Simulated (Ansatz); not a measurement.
# C₃H₂O: up Jacob's ladder to CCSD(T)

One table from this session's results is given with a row withheld; the runs are named, their logs left out.

Method: functionals in def2-TZVPP, the program's frozen cores in correlated methods; program: Ansatz 0.2.0, Gaussian basis.

Plan: LDA (SPW92), PBE-D4, revPBE-D4, BLYP-D4, r2SCAN-D4, B97M-V, PBE0-D4, B3LYP-D4, r2SCANh-D4, r2SCAN0-D4, HSE06-D4, BHLYP-D4, CAM-B3LYP-D4, LC-ωPBE, ωB97X-V, ωB97M-V, B2PLYP, PBE-QIDH; CCSD(T)/def2-SVP; CCSD(T)/def2-TZVPP; CCSD(T)/def2-QZVPP; extrapolation to the limit; RPA on PBE.

## The geometry

All runs share one geometry, relaxed beforehand with PBE0-D4 in a triple-zeta def2 set.

SMILES `O=c1cc1`, 6 atoms, charge 0, spin multiplicity 1.

Atoms are counted from 1 here; the program's logs count them from 0.

Bond lengths: O1–C2 1.196 Å, C2–C3 1.424 Å, C2–C4 1.424 Å, C3–C4 1.339 Å, C3–H5 1.083 Å, C4–H6 1.083 Å. Angles: O1–C2–C3 152.0°, O1–C2–C4 152.0°, C3–C2–C4 56.1°, C2–C3–C4 62.0°, C2–C3–H5 154.0°, C4–C3–H5 144.1°, C2–C4–C3 62.0°, C2–C4–H6 154.0°, C3–C4–H6 144.1°.

The first run:

in.yaml reads:

```yaml
crystal:
  periodic: [false, false, false]
  atoms:
    - {symbol: O, position_ang: [-0.020132, -1.860645, 0.852058]}
    - {symbol: C, position_ang: [-0.008383, -0.772880, 0.353942]}
    - {symbol: C, position_ang: [0.589298, 0.229129, -0.462180]}
    - {symbol: C, position_ang: [-0.581244, 0.510078, 0.123637]}
    - {symbol: H, position_ang: [1.362111, 0.622759, -1.110324]}
    - {symbol: H, position_ang: [-1.341650, 1.271547, 0.242866]}
basis:
  gaussian: {orbitals: def2-TZVPP}
hamiltonian: {xc: lda}
output: {orbitals: {seedname: orbitals}}
```

The run is started by

```console
> ansatz run in.yaml --threads 2 --pin off --events-out ev --progress --plain --max-ram 32768MiB --backend cpu
```

Among the steps run: LDA; PBE-D4 (GGA); revPBE-D4 (GGA); BLYP-D4 (GGA); r2SCAN-D4 (meta-GGA); B97M-V (meta-GGA); PBE0-D4 (hybrid); B3LYP-D4 (hybrid); r2SCANh-D4 (hybrid); r2SCAN0-D4 (hybrid); HSE06-D4 (hybrid); BHLYP-D4 (hybrid); CAM-B3LYP-D4 (range-separated); LC-ωPBE (range-separated); ωB97X-V (range-separated); ωB97M-V (range-separated); B2PLYP (double hybrid); PBE-QIDH (double hybrid).

One of the session's tables, all rows but one given; the rest of the session is left out.

It belongs to the step «Frontier levels by functional». 

```
  functional  HOMO (eV)  gap (eV)
 LDA (SPW92)      -5.70      3.15
      PBE-D4      -5.54      3.26
   revPBE-D4      -5.48      3.30
     BLYP-D4      -5.45      3.29
   r2SCAN-D4      -5.79      3.79
      B97M-V      -5.91      4.02
     PBE0-D4      -7.02      5.82
    B3LYP-D4      -6.79      5.33
  r2SCANh-D4      -6.35      4.74
  r2SCAN0-D4      -7.20      6.16
    HSE06-D4      -6.61      5.03
    BHLYP-D4      -8.44      8.39
CAM-B3LYP-D4      -8.42      8.41
     LC-ωPBE      -9.70     10.94
     ωB97X-V          ?         ?
     ωB97M-V      -9.31     10.36
```

Estimate the missing values for ωB97X-V.

As computed: HOMO (eV): -9.38; gap (eV): 10.54. In the column «HOMO (eV)» it lies between LC-ωPBE (-9.70) and ωB97M-V (-9.31).
